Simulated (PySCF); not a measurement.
Geometry:
```json
{"atom": "N1", "x (Å)": "2.299", "y (Å)": "-0.727", "z (Å)": "0.155"}
{"atom": "C2", "x (Å)": "1.095", "y (Å)": "-0.342", "z (Å)": "0.069"}
{"atom": "C3", "x (Å)": "0.502", "y (Å)": "1.022", "z (Å)": "0.390"}
{"atom": "C4", "x (Å)": "-0.915", "y (Å)": "0.973", "z (Å)": "-0.179"}
{"atom": "C5", "x (Å)": "-1.308", "y (Å)": "-0.499", "z (Å)": "-0.023"}
{"atom": "C6", "x (Å)": "-0.029", "y (Å)": "-1.249", "z (Å)": "-0.390"}
{"atom": "H7", "x (Å)": "2.896", "y (Å)": "0.046", "z (Å)": "0.469"}
{"atom": "H8", "x (Å)": "0.471", "y (Å)": "1.127", "z (Å)": "1.489"}
{"atom": "H9", "x (Å)": "1.125", "y (Å)": "1.844", "z (Å)": "0.006"}
{"atom": "H10", "x (Å)": "-1.610", "y (Å)": "1.666", "z (Å)": "0.319"}
{"atom": "H11", "x (Å)": "-0.899", "y (Å)": "1.240", "z (Å)": "-1.249"}
{"atom": "H12", "x (Å)": "-1.573", "y (Å)": "-0.701", "z (Å)": "1.029"}
{"atom": "H13", "x (Å)": "-2.176", "y (Å)": "-0.784", "z (Å)": "-0.636"}
{"atom": "H14", "x (Å)": "0.055", "y (Å)": "-1.360", "z (Å)": "-1.486"}
{"atom": "H15", "x (Å)": "0.067", "y (Å)": "-2.256", "z (Å)": "0.039"}
```

Geometry: PBE0-D3(BJ)/def2-SVP; GIAO shifts from PySCF, gas phase, non-relativistic, averaged over equivalent atoms.

At PBE0/pcSseg-1 (147 basis functions, 13 s wall time on 1 thread of an Arm Neoverse V1, shared host):
```
  atoms  δ (ppm)
     N1    336.7
     C2    193.5
     C3     39.3
     C6     37.7
     C5     28.3
     C4     28.0
     H7     9.55
H14/H15     2.26
  H8/H9     1.94
H12/H13     1.64
H10/H11     1.60
```

δ = σ(ref) − σ, references computed at the same level: NH3 for 15N (σ = 265.67 ppm); 13C (σ = 184.41 ppm), 1H (σ = 31.27 ppm) vs TMS.

Task: Predict the values at PBE0/pcSseg-2 on the same geometry.

Result: 
```csv
atoms,δ at PBE0/pcSseg-2,change
N1,330.1,-6.6
C2,202.2,+8.7
C3,41.0,+1.7
C6,39.4,+1.7
C5,29.8,+1.5
C4,29.5,+1.5
H7,9.21,-0.34
H14/H15,2.31,+0.05
H8/H9,2.09,+0.15
H12/H13,1.77,+0.13
H10/H11,1.74,+0.14
```

References, each an isolated molecule treated in the same way: 15N (σ = 261.69 ppm) vs NH3; 13C (σ = 184.13 ppm) and 1H (σ = 31.25 ppm) vs TMS.

The largest change is at C2 (C=N carbon). Cost: 342 basis functions, 56 s wall time on 1 thread of an Arm Neoverse V1, shared host. The order of the carbon signals is the same at both levels.

Experimental scales use liquid or dissolved standards, which lie at an offset from isolated NH3 (liquid NH3: subtract about 20 ppm). Unscaled 15N shifts of sp2 nitrogen come out 20 to 40 ppm too high even then.
